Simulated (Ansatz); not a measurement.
# SiHS₂−: one structure at several levels

The task here is to estimate one member of a computed series from the others.

The runs use Ansatz 0.2.0, Gaussian basis; single points in def2-TZVPPD.

Cores are frozen in the correlated methods.

## The starting structure

SMILES `S=[SiH][S-]`, 4 atoms, charge -1, spin multiplicity 1.

Atoms are counted from 1 here; the program's logs count them from 0.

Bond lengths: S1–Si2 2.092 Å, Si2–S3 1.937 Å, Si2–H4 1.521 Å. Angles: S1–Si2–S3 130.8°, S1–Si2–H4 109.9°, S3–Si2–H4 119.2°.

Geometry (Å):

```xyz
4
HS2Si
S    -1.8556   -0.8230    0.1320
Si    0.0576    0.0086   -0.0225
S     1.7786   -0.6549    0.5684
H    -0.0256    1.3840   -0.6668
```

Set-up of the first run:

Input file run/in.yaml:

```yaml
crystal:
  periodic: [false, false, false]
  atoms:
    - {symbol: S, position_ang: [-1.855600, -0.823000, 0.132000]}
    - {symbol: Si, position_ang: [0.057600, 0.008600, -0.022500]}
    - {symbol: S, position_ang: [1.778600, -0.654900, 0.568400]}
    - {symbol: H, position_ang: [-0.025600, 1.384000, -0.666800]}
basis:
  gaussian: {orbitals: "def2-TZVPPD.json"}
total_charge: -1
correlation: {method: ccsd_t}
output: {forces: true}
```

The basis file named in the input lies beside it (Basis Set Exchange, JSON).

The command line of these runs was not kept.

Among the steps run: CCSD(T)/def2-TZVPPD; PBE0-D4/def2-TZVPPD; wB97M-V/def2-TZVPPD; r2SCAN-D4/def2-TZVPPD; PBE-D4/def2-TZVPPD; revPBE-D4/def2-TZVPPD; B97M-V/def2-TZVPPD.

One of the session's tables, all rows but one given; the rest of the session is left out.

```
   method  RMS force component (eV/Å)  angle to CCSD(T) forces (°)
  CCSD(T)                       1.175                    reference
  PBE0-D4                       1.140                          6.3
  wB97M-V                           ?                            ?
r2SCAN-D4                       1.136                          3.5
   PBE-D4                       1.131                          5.9
revPBE-D4                       1.147                          7.3
   B97M-V                       1.131                          9.3
```

Q: Estimate the row for wB97M-V from the others.

As computed: RMS force component (eV/Å): 1.150; angle to CCSD(T) forces (°): 7.5. In the column «RMS force component (eV/Å)» it lies between revPBE-D4 (1.147) and CCSD(T) (1.175).
